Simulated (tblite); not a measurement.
Compound: C₃H₄NP.
Structure used (GFN2-xTB), in Å, numbered top down from 1:
```
atom  x, y, z in Å
C1     1.5649    0.5374   -0.1572
P2     0.6651   -0.4116    0.8663
C3    -0.8575   -0.7868   -0.2037
C4    -1.2758    0.3543   -0.9554
N5    -1.5819    1.2845   -1.5472
H6     1.2533    0.8396   -1.1434
H7     2.5188    0.9092    0.1773
H8    -1.6698   -1.1138    0.4518
H9    -0.6036   -1.6067   -0.8825
```

All values are computed: GFN2-xTB (tblite) harmonic vibrations without scaling, gas phase. Errors from tens to a few hundred cm⁻¹ against measured bands are possible. One conformer, not necessarily the lowest.

Harmonic wavenumbers (cm⁻¹): 34.4, 142.5, 289.0, 364.7, 467.2, 562.2, 676.7, 768.1, 784.4, 867.0, 1002.3, 1060.4, 1102.4, 1167.4, 1386.2, 1391.4, 2395.4, 2938.0, 2956.3, 3080.4, 3118.1.

A = 8530, B = 2823, C = 2239 MHz; mass 85.008 u (most abundant isotopes); point group C1, symmetry number 1.

Q: Zero-point energy?

A: ½Σν̃ = 13277 cm⁻¹ = 158.83 kJ/mol.

Q: What is S at 200 K and 1 bar for an ideal gas of classical rigid rotors and harmonic oscillators?

A: Translation 155.96, rotation 104.61, vibration 37.41: S = 298.0 J/(mol K).

Q: And Cp and H(200 K) − H(0)?

A: Cp = 70.91 J/(mol K), of which vibrations give 37.65 (their classical limit is 21 R = 174.6); H(200 K) − H(0) = 10.40 kJ/mol without the zero-point energy, 3.75 from vibrations.

Q: Blend soft modes into free rotors: weight 1/[1 + (100 cm⁻¹/ν̃)⁴] for the oscillator and the rest for a rotor with moment μB/(μ + B), μ = h/(8π²ν), B = 10⁻⁴⁴ kg m². What vibrational entropy results?

A: 32.38 J/(mol K) in place of 37.41, which changes −T·S at 200 K by +1.01 kJ/mol.

Q: Which modes carry the vibrational entropy at 200 K?

A: 34.4 cm⁻¹: 19.95; 142.5 cm⁻¹: 8.46; 289.0 cm⁻¹: 3.58; 364.7 cm⁻¹: 2.33; 467.2 cm⁻¹: 1.30; 562.2 cm⁻¹: 0.75 J/(mol K); the other 15 give 1.05 together.

Q: How do the functions run with temperature in this model?

A: 
| T (K) | S (J/(mol K)) | Cp (J/(mol K)) | H − H(0) (kJ/mol) | G − H(0) (kJ/mol) | ln q(vib) |
| --- | --- | --- | --- | --- | --- |
| 50 | 223.9 | 43.5 | 1.94 | -9.26 | 0.48 |
| 100 | 256.5 | 51.6 | 4.31 | -21.34 | 1.10 |
| 298.15 | 330.1 | 91.0 | 18.36 | -80.05 | 3.36 |
| 373.15 | 352.0 | 104.6 | 25.70 | -105.64 | 4.22 |
| 500 | 385.3 | 123.0 | 40.20 | -152.45 | 5.67 |
| 750 | 440.2 | 147.2 | 74.22 | -255.89 | 8.41 |
| 1000 | 484.8 | 163.1 | 113.14 | -371.69 | 10.93 |

q(vib) and H(0) count from the zero-point level.

Hindered rotation and anharmonicity are outside this model. Other conformers, if any are populated, would add a mixing term that is left out. The structure is chiral; the term R ln 2 for an equal mix with its mirror image is left out.
